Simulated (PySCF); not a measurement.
Q: What does the PBE0-D3(BJ)/def2-SVP structure of `C#CCC=S` look like in three dimensions?

A: 
```xyz
9
C4H4S angstrom
C      2.2395    0.0329   -0.1690
C      1.0812   -0.2860   -0.0228
C     -0.3243   -0.6292    0.1515
C     -1.2383    0.5553   -0.0123
S     -2.5149    0.8771    0.9164
H      3.2710    0.3065   -0.2947
H     -0.6117   -1.3733   -0.6174
H     -0.5050   -1.1033    1.1291
H     -0.9800    1.2114   -0.8606
```

Orientation and origin are arbitrary. Atoms count from 1 in this order. The 3 C–C bonds span 1.210 Å (C1≡C2, drawn triple) to 1.505 Å (C3–C4, drawn single), a spread of 0.295 Å.

Bonds between heavy atoms (Å): C1≡C2 1.210, C2–C3 1.457, C3–C4 1.505, C4=S5 1.611.

Computed, not measured: PBE0-D3(BJ)/def2-SVP geometry optimisation, gas phase in PySCF 2.14.0.

Point group: C1 (no symmetry element, even within 0.4 Å). PBE0-D3(BJ)/def2-SVP frequencies: not computed here. The numbers are those of one conformer (C2–C3–C4–S5 -138°).
